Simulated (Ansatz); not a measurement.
in.yaml

```yaml
crystal:
  periodic: [false, false, false]
  atoms:
    - {symbol: Si, position_ang: [0.000000, 0.021320, 0.629697]}
    - {symbol: C, position_ang: [0.000000, -0.138256, -1.256090]}
    - {symbol: H, position_ang: [0.000000, 1.053392, -2.578352]}
basis:
  gaussian: {orbitals: 6-31G}
magnetization: {spin_polarized: true, initial_magnetization: 3}
correlation: {method: ccsd_t, electrons: outside_noble_gas}
```

```sh
$ ansatz run in.yaml --threads 1 --pin off --events-out ev --progress --plain --max-ram 2393MiB
```

The program prints:

```
299 factors; integrals over basis functions are off by at most 1.8e-4 eV
mean field evaluation 1: about -8898.1707 eV, gradient 7.6e0 eV
mean field evaluation 2: about -8898.1741 eV, gradient 7.6e0 eV
mean field evaluation 4: about -8899.4829 eV, gradient 2.6e0 eV
mean field evaluation 8: about -8899.8696 eV, gradient 2.8e-1 eV
mean field evaluation 16: about -8899.8817 eV, gradient 2.2e-6 eV
mean field evaluation 32: about -8899.8817 eV, gradient 1.5e-2 eV
mean field evaluation 64: about -8898.8912 eV, gradient 1.1e-4 eV
mean field evaluation 96: about -8899.1023 eV, gradient 6.7e0 eV
mean field evaluation 128: about -8900.0565 eV, gradient 5.0e-1 eV
mean field evaluation 160: about -8899.8931 eV, gradient 1.4e0 eV
...
mean field evaluation 608: about -8896.4064 eV, gradient 3.3e-2 eV
mean field evaluation 640: about -8896.7473 eV, gradient 4.1e-4 eV
mean field evaluation 672: about -8898.2841 eV, gradient 1.4e0 eV
mean field evaluation 704: about -8896.4065 eV, gradient 2.7e-2 eV
mean field evaluation 736: about -8898.8931 eV, gradient 3.1e-1 eV
mean field evaluation 768: about -8899.2438 eV, gradient 4.5e-1 eV
mean field evaluation 800: about -8899.3364 eV, gradient 7.8e-1 eV
mean field evaluation 832: about -8899.8276 eV, gradient 3.1e-3 eV
mean field evaluation 864: about -8897.1306 eV, gradient 4.8e-2 eV
mean field -8900.11629253 eV, -327.0732410351 hartree, gradient 2.3e-6 eV, S^2 4.193502; 25 other end points of the search recorded, 0 dependent functions left out
determinant -8900.11629253 eV, -327.0732410351 hartree, with singles and doubles -8903.23861045 eV, -327.1879841021 hartree
determinant -8900.00173220 eV, -327.0690310203 hartree, with singles and doubles -8902.78308186 eV, -327.1712437354 hartree
determinant -8899.88174728 eV, -327.0646216562 hartree, with singles and doubles -8903.31880554 eV, -327.1909312174 hartree
determinant -8898.90504241 eV, -327.0287284142 hartree, with singles and doubles -8901.99461555 eV, -327.1422681329 hartree
determinant -8898.89116998 eV, -327.0282186115 hartree, with singles and doubles -8902.04905632 eV, -327.1442687941 hartree
determinant -8898.71970397 eV, -327.0219173522 hartree, with singles and doubles -8902.89816031 eV, -327.1754727903 hartree
determinant -8898.18532870 eV, -327.0022794231 hartree, with singles and doubles -8901.73385082 eV, -327.1326852057 hartree
determinant -8898.06292369 eV, -326.9977811220 hartree, with singles and doubles -8901.76644265 eV, -327.1338829335 hartree
determinant -8897.98091773 eV, -326.9947674587 hartree, with singles and doubles -8902.09080926 eV, -327.1458031863 hartree
determinant -8897.13598912 eV, -326.9637169049 hartree, with singles and doubles -8900.35656324 eV, -327.0820708208 hartree
determinant -8896.74725858 eV, -326.9494313210 hartree, with singles and doubles -8899.30723649 eV, -327.0435087739 hartree
determinant -8896.68684963 eV, -326.9472113328 hartree, with singles and doubles -8899.53691326 eV, -327.0519492396 hartree
determinant -8896.40656748 eV, -326.9369111539 hartree, with singles and doubles -8899.74398762 eV, -327.0595590819 hartree
determinant -8900.11629253 eV, -327.0732410351 hartree, with singles and doubles -8903.28685977 eV, -327.1897572318 hartree
determinant -8900.00173220 eV, -327.0690310203 hartree, with singles and doubles -8902.82420552 eV, -327.1727550019 hartree
determinant -8899.88174728 eV, -327.0646216562 hartree, with singles and doubles -8903.34459298 eV, -327.1918788882 hartree
determinant -8898.71970397 eV, -327.0219173522 hartree, with singles and doubles -8903.25063394 eV, -327.1884259571 hartree
6 core orbitals not correlated: weight in the atoms' cores, before any rotation towards them, 1.000 or more for the frozen orbitals, at most 0.000 for the correlated occupied ones
reference -8899.88174728 eV, -327.0646216562 hartree; 6, 3 occupied and 12, 15 virtual orbitals, 299 factors
second order -2.28391893 eV of doubles, -0.00000000 eV of singles
cycle   1  -3.46284772 eV  change   -2.0e-6 eV  update   4.6e-6
perturbative correction -0.12722923 eV, -0.0046755878 hartree
Total energy: -8903.47182423 eV, -327.1965545506 hartree
```

For the same geometry and basis full CI lies 60.7 meV lower.

Ran on 1 thread of Arm Neoverse V2, shared host: 2.3 s wall, 0.15 GiB peak host memory.
